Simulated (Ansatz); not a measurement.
Elements on the sites of an ideal hcp lattice, at a guessed lattice constant:

```
Ru Ag
1.0
     4.12419   -2.38110   -4.39913
     4.12419   -2.38110    4.39913
    -1.37473   -7.14330    0.00000
Ru Ag
17 3
Direct
  0.14167 0.39167 0.60000
  0.94167 0.19167 0.40000
  0.64167 0.89167 0.60000
  0.44167 0.69167 0.40000
  0.04167 0.29167 0.00000
  0.84167 0.09167 0.80000
  0.74167 0.99167 0.20000
  0.54167 0.79167 0.00000
  0.34167 0.59167 0.80000
  0.05833 0.80833 0.60000
  0.85833 0.60833 0.40000
  0.55833 0.30833 0.60000
  0.35833 0.10833 0.40000
  0.15833 0.90833 0.20000
  0.95833 0.70833 0.00000
  0.65833 0.40833 0.20000
  0.45833 0.20833 0.00000
  0.24167 0.49167 0.20000
  0.75833 0.50833 0.80000
  0.25833 0.00833 0.80000
```

Cell and atoms were relaxed without symmetry on coarser meshes and computed once more. Level of theory: DFT PBE, scalar-relativistic, plane waves, PAW (Ansatz 0.2.0).

Settings: cutoff 420 eV, Γ-centred mesh 5×5×5 on the computed 20-atom cell, Gaussian smearing of 0.10 eV; no spin polarisation.

The relaxation ran on 2×2×2 (shifted) k points with a smearing of 0.1 eV, from sites shaken by 0.02 Å.

Q: What does the relaxation give?

A: A volume of 14.29 Å³/atom and no gap on the mesh. It lies 0.29 eV/atom above the elements' standard states (static lattices, no corrections for gases). The atoms leave their sites by 0.07 Å (root mean square) and 0.12 Å at most, and the cell stretches by up to 0.4 % at fixed volume.

```
Ru Ag
1.0
     4.10076   -2.37502   -4.38317
     4.10061   -2.37519    4.38312
    -1.38082   -7.14943    0.00015
Ru Ag
17 3
Direct
  0.13991 0.39074 0.60329
  0.93809 0.18895 0.41199
  0.63969 0.89054 0.59617
  0.44296 0.69380 0.40613
  0.04022 0.29097 0.99397
  0.83547 0.08639 0.80227
  0.74360 0.99449 0.19914
  0.54622 0.79704 0.99799
  0.33882 0.58966 0.78938
  0.06124 0.80830 0.59057
  0.85635 0.61708 0.39439
  0.55749 0.31202 0.59059
  0.36625 0.10714 0.39436
  0.14906 0.92181 0.20856
  0.94280 0.71074 0.01226
  0.67101 0.39988 0.20858
  0.45982 0.19372 0.01227
  0.24545 0.49632 0.19487
  0.75374 0.50697 0.80135
  0.25608 0.00452 0.80135
```

The final mesh leaves forces up to 0.38 eV/Å and stresses up to 0.7 GPa: the relaxation ran on a coarser mesh, so the cell's shape, its bonds and its energy belong partly to that mesh.

Cost: 2 runs of about 9.3 core-minutes in all (earlier runs that led there not counted), on Intel Xeon Platinum 8488C (Sapphire Rapids) (shared hosts).